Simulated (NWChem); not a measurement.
Molecule: silicon monoxide (SiO, singlet); SMILES [Si]=O

Computed with NWChem. Low-valent species are run as closed-shell singlets; no triplet was tried in these runs. Coordinates come from a PBE0/def2-SVP optimisation.

For level PBE0/def2-TZVPD:

```yaml
highest occupied level (eV): -8.83
orbital gap (eV): 6.76
dipole (D): 3.19
```

Question: Estimate the same quantities for level PBE/def2-TZVPD.

Answer: 
| Item | Result |
|---|---|
| highest occupied level (eV) | -7.48 |
| orbital gap (eV) | 4.57 |
| dipole (D) | 2.93 |
